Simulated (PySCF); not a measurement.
**Nonlinear optical response: `Oc1cccs1`, C4H4OS**

Geometry:
| atom | x (Å) | y (Å) | z (Å) |
| --- | --- | --- | --- |
| O1 | 2.417 | 0.056 | -0.353 |
| C2 | 1.097 | 0.120 | -0.118 |
| C3 | 0.206 | -0.905 | -0.290 |
| C4 | -1.124 | -0.517 | 0.048 |
| C5 | -1.227 | 0.779 | 0.466 |
| S6 | 0.314 | 1.563 | 0.457 |
| H7 | 2.837 | 0.901 | -0.161 |
| H8 | 0.507 | -1.890 | -0.643 |
| H9 | -1.983 | -1.187 | -0.018 |
| H10 | -2.111 | 1.329 | 0.781 |

Theory: quadratic response CAM-B3LYP/def2-SVPD first hyperpolarisability, Taylor convention, gas phase in PySCF 2.14.0. Geometry: PBE0-D3(BJ)/def2-SVP.

Task: What is the first hyperpolarisability, and how does it disperse?

Result: In au, Taylor convention; the vector part is βᵢ = ⅓ Σⱼ (βᵢⱼⱼ + βⱼᵢⱼ + βⱼⱼᵢ); β∥ is 3/5 of the vector part along the dipole, the dipole points from − to +:
| process | λ (nm) | β vector norm | β∥ | β HRS | depolarisation ratio |
| --- | --- | --- | --- | --- | --- |
| static β(0;0,0) | ∞ | 205.7 | -82.8 | 81.6 | 5.85 |
| second harmonic β(−2ω;ω,ω) | 1064 | 239.5 | -95.9 | 95.0 | 5.91 |
| Pockels β(−ω;ω,0) | 1064 | 215.8 | -86.8 | – | – |

Task: Which lowest excitations, dipole and polarisabilities go with it?

Result: S1 4.80 eV (f = 0.000); S2 5.35 eV (f = 0.097); S3 5.75 eV (f = 0.000); dipole 0.83 D; isotropic α 67.1 au static, 67.9 au at 1064 nm, 70.3 au at 532 nm.
